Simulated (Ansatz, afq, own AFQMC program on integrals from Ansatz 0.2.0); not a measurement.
# Where AFQMC and coupled cluster stand for Hf⁺, doublet

A free Hf cation.

Basis def2-SVP with its core potentials. Only valence electrons are correlated. Integrals, coupled cluster, full CI and functionals: Ansatz 0.2.0; the random walks run on the same integrals in our own AFQMC program. ph-AFQMC/CISD is guided by a CISD state made of CCSD amplitudes; releasing the constraint for a short imaginary time cuts its bias at the price of noise, slowly where states lie close. Uncertainties: one standard error, sampling alone. No spin–orbit coupling. The metal's outer-core s and p shells are frozen, which shifts wave-function levels against functionals.

Determinant: ROHF, the one that the program's search chose, which needn't be the lowest solution.

Full CI on the same integrals is exact in this basis and with this determinant's frozen core.

Cautions: no spin-orbit coupling; outer-core shells of the metal frozen; a spin-contaminated unrestricted determinant lies lower (UHF 376 meV lower, ⟨S²⟩ 1.42); the released energy hasn't reached full CI (16 meV above it at 4.20 1/Eh), so no released level is given (meV from the phaseless value at times in 1/Eh: -4.8 ± 1.5 at 0.60, -8.2 ± 1.5 at 1.20, -9.6 ± 1.8 at 2.00, -11.3 ± 1.6 at 3.00, -14.2 ± 2.2 at 4.20).

The T1 diagnostic is 0.0180. The weight of the determinant in the CISD state is 0.879. The size of the correlated space is 3 electrons in 28 orbitals.

```
  level  correlation energy (eV)
    MP2                  -0.6676
   CCSD                  -1.0287
CCSD(T)                  -1.0660
```

**Question.** Estimate where phaseless AFQMC with the Hartree–Fock trial lies against CCSD(T) on the same integrals.

**Answer.** 1.95 ± 0.27 kcal/mol above CCSD(T).

Reference: full CI, correlation energy -1.097 eV.

| level | E − E(reference) (kcal/mol) | share of correlation (%) |
| --- | --- | --- |
| CCSD(T) | 0.72 | 97.17 |
| ph-AFQMC/HF | 2.66 ± 0.27 | 89.48 |
| ph-AFQMC/CISD | 0.70 ± 0.03 | 97.25 |

A walk keeps the symmetry of its determinant, which the program's search chose and which needn't be the lowest solution, so a lower state of the same spin and another symmetry isn't excluded.
